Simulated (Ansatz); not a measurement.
Born–Oppenheimer molecular dynamics of ClH₅OSi (8 atoms, charge 0, multiplicity 1). It starts at the highest image of a converged band. Of that band: Neighbouring images differ by up to 1.4 eV, so the band resolves the path poorly. A vibrational analysis at the climbing image gives one clearly imaginary mode, 744i cm⁻¹: a first-order saddle point.

These are results of RKS PBE-D4/def2-mTZVP (Ansatz 0.2.0), not measurements.

```yaml
ensemble: NVE (velocity Verlet)
time_step: 0.5 fs
steps_asked: 200
starting_velocities_drawn_for: 300 K
seed: 5790
```

First frame:

```xyz
8
Properties=species:S:1:pos:R:3
Si -0.437 -0.374 -0.144
H 1.219 -0.971 -0.306
H -0.711 -1.304 -1.281
H -0.903 -0.982 1.126
O -0.949 1.048 -0.792
H 1.396 -0.310 0.266
Cl 1.088 1.073 1.373
H -0.704 1.819 -0.240
```

(1) How far do the bonds stretch over the last three quarters of this one trajectory? (Pairs bonded in most of those frames.)

Answers

(1) 
```json
{"bond": "Si1–H3", "mean (Å)": "1.495", "spread (Å)": "0.020", "shortest": "1.46", "longest": "1.53"}
{"bond": "Si1–H4", "mean (Å)": "1.491", "spread (Å)": "0.006", "shortest": "1.48", "longest": "1.50"}
{"bond": "Si1–O5", "mean (Å)": "1.663", "spread (Å)": "0.024", "shortest": "1.62", "longest": "1.71"}
{"bond": "Si1–Cl7", "mean (Å)": "2.234", "spread (Å)": "0.244", "shortest": "1.83", "longest": "2.54"}
{"bond": "H2–H6", "mean (Å)": "0.773", "spread (Å)": "0.082", "shortest": "0.65", "longest": "0.89"}
{"bond": "O5–H8", "mean (Å)": "0.975", "spread (Å)": "0.012", "shortest": "0.95", "longest": "1.00"}
```

Mean temperature of the second half: 1873 K. The conserved energy stayed within 0.8 meV per atom of its start (net change 0.059 meV per atom), so the integration is sound. The system heated up, since it started high on the potential surface and ran downhill. A run of 0.1 ps of so small a system gives no equilibrium averages. The orbitals stay closed-shell, which can raise the energy where a bond breaks towards radicals; this wasn't checked here.

Time of the run: 2.4 min on 2 threads of Intel(R) Xeon(R) Platinum 8488C (Sapphire Rapids) (shared host), peak memory 0.17 GiB.
